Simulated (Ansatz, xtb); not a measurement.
**Relative energy of two spin states of CH4Si**

We compare X, `C[SiH]`, a singlet, with Y, `C[SiH]`, a triplet. Both are isolated molecules in the gas phase, relaxed with B3LYP-D3(BJ)/def2-SVP.

X (Å):

```json
{"atom": "C", "x (Å)": "0.5321", "y (Å)": "0.2564", "z (Å)": "-0.2044"}
{"atom": "Si", "x (Å)": "0.6285", "y (Å)": "-1.1756", "z (Å)": "-1.4681"}
{"atom": "H", "x (Å)": "0.7667", "y (Å)": "1.2150", "z (Å)": "-0.7059"}
{"atom": "H", "x (Å)": "-0.5052", "y (Å)": "0.3631", "z (Å)": "0.1669"}
{"atom": "H", "x (Å)": "-0.4278", "y (Å)": "-0.5708", "z (Å)": "-2.4088"}
{"atom": "H", "x (Å)": "1.2061", "y (Å)": "0.1332", "z (Å)": "0.6567"}
```

Y (Å):

```xyz
6

C    -0.0196   -1.2366   -2.5764
Si   -0.4972   -2.8989   -1.7817
H     0.9928   -1.3009   -3.0036
H    -0.7198   -0.9789   -3.3879
H    -0.0250   -0.4311   -1.8238
H    -1.8428   -3.0319   -1.1355
```

Question: Which of the two would you expect CCSD(T)/def2-TZVPP electronic energies to favour?

Answer: Structure X; the calculation gives E(Y) − E(X) = +22.7 kcal/mol.

Level by level:

```csv
level,geometry,E(Y) − E(X) (kcal/mol),departure from the last row (kcal/mol),"job, with rough time for the two"
B3LYP-D3(BJ)/def2-SVP,B3LYP-D3(BJ)/def2-SVP,+22.7,0.0,"optimisation, 25 s"
HF/def2-TZVPP,B3LYP-D3(BJ)/def2-SVP,+6.4,−16.4,part of the CCSD(T) run
MP2/def2-TZVPP,B3LYP-D3(BJ)/def2-SVP,+19.4,−3.3,part of the CCSD(T) run
CCSD(T)/def2-TZVPP,B3LYP-D3(BJ)/def2-SVP,+22.7,,"single point, 56 s"
```

None of the levels shown reverses the order. The largest departure from CCSD(T)/def2-TZVPP is that of HF/def2-TZVPP, 16.4 kcal/mol. Levels run at GFN2-xTB geometries aren't shown.

With harmonic frequencies from B3LYP-D3(BJ)/def2-SVP (ideal gas, rigid rotor, one conformer each, 298.15 K, 1 atm): the zero-point term adds +0.4 kcal/mol; ΔH is +23.2 and ΔG +22.5 kcal/mol.

Open shells are spin-unrestricted. The correlated steps freeze 6 core orbitals. ΔG holds the spin degeneracy. Codes used: Ansatz 0.2.0; the last row on 1 thread of Arm Neoverse N1 on a shared host.
